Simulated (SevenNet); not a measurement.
## bcc Mo

All values below come from the machine-learned potential SevenNet-l3i5 (trained on PBE and PBE+U data).

Cell: relaxed at this level.

```json
{
 "lattice_constant_a": "3.171 Å",
 "volume_per_atom": "15.95 Å³/atom",
 "vacancy_formation_energy": "3.07 eV"
}
```

Measured, for comparison: lattice constant a 3.141 Å, equilibrium volume per atom 15.49 Å³/atom (static lattice: zero-point anharmonic expansion removed; as tabulated in Mejia-Rodriguez and Trickey (2018), arXiv:1807.09216); vacancy formation energy 3.12 ± 0.1 eV (midpoint of the printed range, monovacancy, our sources range from 3.12 to 3.60; as tabulated in Byggmästar et al. (2020), arXiv:2006.14365). Computed (rounded) less measured: lattice constant a +1.0 %, equilibrium volume per atom +3.0 %, vacancy formation energy not scored (sources differ).

A machine-learned potential is trained on density-functional data: it inherits that level's misses and adds fitting errors of its own.
